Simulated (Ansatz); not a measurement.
Start from `CCC(C)(C)C(C)C` and change one atom or group to get `CC(C)C(C)C`.

Ansatz, PBE0-D4/def2-TZVP geometries, multiplicity 1. Each molecule was computed in one conformer, which needn't be the lowest.

| property | `CCC(C)(C)C(C)C` |
| --- | --- |
| HOMO energy (PBE0/def2-TZVPP) / eV | -8.33 |
| LUMO energy (PBE/def2-TZVPP) / eV | 0.27 |
| LUMO energy (B3LYP/def2-TZVPP) / eV | 0.75 |
| HOMO energy (ωB97M-V/def2-TZVPP) / eV | -10.60 |
| size of the dipole moment (PBE/def2-TZVPP) / D | 0.10 |
| LUMO energy (PBE0/def2-TZVPP) / eV | 1.07 |

What does the change do to each property? (Estimate.)

Ansatz gave: 
```tsv
property	`CC(C)C(C)C`	shift
HOMO energy (PBE0/def2-TZVPP) / eV	-8.58	-0.25
LUMO energy (PBE/def2-TZVPP) / eV	0.30	0.03
LUMO energy (B3LYP/def2-TZVPP) / eV	0.77	0.02
HOMO energy (ωB97M-V/def2-TZVPP) / eV	-10.87	-0.27
size of the dipole moment (PBE/def2-TZVPP) / D	0.15	0.05
LUMO energy (PBE0/def2-TZVPP) / eV	1.09	0.02
```

Dipoles are sizes alone; their direction can turn.

B3LYP here is the variant with VWN-RPA as its local correlation; programs differ in this.
